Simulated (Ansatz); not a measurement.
Ideal-gas functions of CH3MgS, SMILES `C[S][Mg]` radical at 298.15 K and 1 bar, from an Ansatz frequency run at PBE0-D4/def2-TZVP.

Molar mass 71.41 g/mol, point group Cs (symmetry number 1), electronic degeneracy 2, moments of inertia 29.319, 115.752, 141.876 u Å². Harmonic wavenumbers (cm⁻¹, unscaled): 47, 123, 406, 720, 957, 963, 1343, 1474, 1477, 3057, 3141, 3143.

Use S(trans) = R[1.5 ln M + 2.5 ln T − 1.1517]; rotational temperatures θ = 24.2544 K / I; S(rot) = R[ln(√π/σ · √(T³/θAθBθC)) + 1.5]; for each mode x = 1.438777 ν̃/T, S = R[x/(eˣ − 1) − ln(1 − e⁻ˣ)] and H = RT x/(eˣ − 1); 1 cm⁻¹ = 0.0119627 kJ/mol; R = 8.31446 J/(mol·K).

Question: By hand: the entropy, in J/(mol·K).

Answer: Translation 162.1. Rotation: θ = 0.8273, 0.2095, 0.171 K, giving 102.9. Vibration, mode by mode: 20.67, 12.77, 3.94, 1.19, 0.47, 0.45, 0.10, 0.05, 0.05, 0.00, 0.00, 0.00, in all 39.7. Electronic 5.8. Sum 310.5 J/(mol·K).

Question: By hand: H − E and G − E in kJ/mol, counted from the electronic energy.

Answer: Zero-point energy ½ × 16851 × 0.0119627 = 100.8; thermal vibration 5.4; translation, rotation and pV give 4 RT = 9.9. H − E = 116.1 kJ/mol, and G − E = 116.1 − 298.15 × 310.5/1000 = 23.5 kJ/mol.

Vibration gives 13 % of the entropy, 33.4 J/(mol·K) of it from the modes under 150 cm⁻¹: soft modes count most, and the harmonic formula is weakest for them.
